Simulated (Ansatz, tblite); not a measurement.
# The cluster P₂S₄+: one state, many levels

An exercise on one series of results from a longer session: the logs are not shown, and one member is left open.

The runs use Ansatz 0.2.0, Gaussian basis; as each input shows.

Plan: GFN1-xTB, GFN2-xTB, PBE-D4/def2-TZVP, r2SCAN-D4/def2-TZVP, BHLYP-D4/def2-TZVP, B3LYP-D4/def2-TZVP, ωB97M-V/def2-TZVP, PBE-D4/def2-SVP, PBE0-D4/def2-SVP, CCSD(T)/def2-SVP, MP2/def2-TZVP.

2 further runs of the same task are left out: 2 set aside as unsound or not needed.

### The relaxed structure

The doublet was relaxed beforehand with PBE0-D4/def2-SVP. At that level it is the lowest of the isomers that a small search found.

6 atoms, charge 1, spin multiplicity 2.

Bond lengths: P1–S3 2.128 Å, P1–S5 2.128 Å, P1–S6 2.396 Å, P2–S3 2.128 Å, P2–S4 2.396 Å, P2–S5 2.128 Å, S4–S6 1.958 Å. Angles: S3–P1–S5 90.4°, S3–P1–S6 93.4°, S5–P1–S6 93.4°, S3–P2–S4 93.4°, S3–P2–S5 90.4°, S4–P2–S5 93.4°, P1–S3–P2 85.3°, P2–S4–S6 101.1°, P1–S5–P2 85.3°, P1–S6–S4 101.1°.

Coordinates:

```xyz
6
charge 1, multiplicity 2
P    -0.2193    0.8830   -1.2921
P    -1.0197   -0.7401    0.9538
S    -1.1075    1.3534    0.5835
S     1.3629   -0.7395    1.2086
S    -0.9227   -1.1193   -1.1378
S     1.9063    0.3625   -0.3161
```

The ion is computed in the gas phase, without counter-ions or solvent.

PBE0-D4/def2-TZVP was run before; its log isn't repeated, and its numbers join the tables.

Set-up of the first run:

Tight binding, by tblite at 300 K electronic temperature and without a spin-polarisation term:

```python
tblite.interface.Calculator('GFN1-xTB', numbers, positions, charge=1, uhf=1).singlepoint()
```

Tight binding, by tblite at 300 K electronic temperature and without a spin-polarisation term:

```python
tblite.interface.Calculator('GFN2-xTB', numbers, positions, charge=1, uhf=1).singlepoint()
```

start.molden holds the orbitals of an earlier run on this state, given as this run's starting guess.

Input file in.yaml:

```yaml
crystal:
  periodic: [false, false, false]
  atoms:
    - {symbol: P, position_ang: [-0.219348, 0.883038, -1.292080]}
    - {symbol: P, position_ang: [-1.019705, -0.740146, 0.953805]}
    - {symbol: S, position_ang: [-1.107473, 1.353400, 0.583497]}
    - {symbol: S, position_ang: [1.362949, -0.739521, 1.208648]}
    - {symbol: S, position_ang: [-0.922700, -1.119276, -1.137753]}
    - {symbol: S, position_ang: [1.906278, 0.362515, -0.316117]}
basis:
  gaussian: {orbitals: def2-TZVP, initial_orbitals: start.molden}
total_charge: 1
magnetization: {spin_polarized: true, initial_magnetization: 1}
hamiltonian: {xc: pbe, dispersion: d4}
scf: {omitted_lower_state_checks: [starts]}
output: {forces: true, orbitals: {seedname: orbitals}}
```

Run with:

```console
$ ansatz run in.yaml --threads 4 --pin off --events-out ev --progress --plain --max-ram 4787MiB
```

Among the steps run: PBE-D4/def2-TZVP; r2SCAN-D4/def2-TZVP; BHLYP-D4/def2-TZVP; B3LYP-D4/def2-TZVP; ωB97M-V/def2-TZVP; PBE-D4/def2-SVP; PBE0-D4/def2-SVP; CCSD(T)/def2-SVP; MP2/def2-TZVP.

One table of the session follows, with a row left open; its other results are not shown here.

```
              level  HOMO (eV)  LUMO (eV)  gap (eV)
    PBE-D4/def2-SVP     -11.51     -10.51      0.99
   PBE-D4/def2-TZVP          ?          ?         ?
r2SCAN-D4/def2-TZVP     -11.70     -10.21      1.49
 B3LYP-D4/def2-TZVP     -12.29      -9.64      2.65
   PBE0-D4/def2-SVP     -12.88      -9.73      3.15
  PBE0-D4/def2-TZVP     -12.54      -9.44      3.10
 BHLYP-D4/def2-TZVP     -13.43      -8.43      5.01
  ωB97M-V/def2-TZVP     -14.44      -7.51      6.94
```

**Question.** Estimate the row for PBE-D4/def2-TZVP.

As computed: HOMO (eV): -11.31; LUMO (eV): -10.29; gap (eV): 1.02. In the column «HOMO (eV)» it is the highest.
